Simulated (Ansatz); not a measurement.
The same path of C₃H₄O₂ (9 atoms, charge 0, multiplicity 1) was run 3 times with different band settings. The coordinate that changes most is the dihedral H8–C1–C2–O3.

Computed with RKS B3LYP/def2-SVP (Ansatz).

Relaxed end points:

```xyz
9
Properties=species:S:1:pos:R:3
C -0.686 -0.775 -0.316
C 0.224 0.292 0.221
O 0.938 0.056 1.390
C 0.314 1.501 -0.327
O 0.373 2.568 -0.804
H -1.251 -0.427 -1.194
H -0.115 -1.672 -0.619
H -1.409 -1.085 0.459
H 1.700 -0.503 1.173
```

```xyz
9
Properties=species:S:1:pos:R:3
C -0.719 -0.795 -0.140
C 0.321 0.248 0.151
O 1.639 -0.144 0.360
C 0.023 1.536 0.305
O -0.251 2.663 0.457
H -0.517 -1.303 -1.101
H -0.718 -1.565 0.651
H -1.730 -0.362 -0.199
H 2.040 -0.325 -0.503
```

Common settings: movable images 9; climbing image yes; spring 5.0 eV/Å²; optimiser quadratic models (default); end points relaxed.

| run | start path | force threshold | iteration limit |
| --- | --- | --- | --- |
| 1 | IDPP | 0.05 eV/Å | 40 |
| 2 | IDPP | 0.5 eV/Å | 39 |
| 3 | straight line | 0.05 eV/Å | 43 |

**Question.** What does each run give, and how far can it be trusted?

**Answer.** Run 1: converged after 4 iterations, highest image 0.100 eV above the first end. A vibrational analysis at the climbing image gives one clearly imaginary mode, 202i cm⁻¹: a first-order saddle point.
Run 2: converged after 2 iterations, highest image 0.103 eV above the first end. The threshold of 0.5 eV/Å is loose, so the images may lie well off the minimum-energy path. The order of the point at the top wasn't checked.
Run 3: converged after 8 iterations, highest image 0.100 eV above the first end. Another band between the same ends (9 images) ends at a top of the same energy, where a vibrational analysis finds 1 clearly imaginary mode.
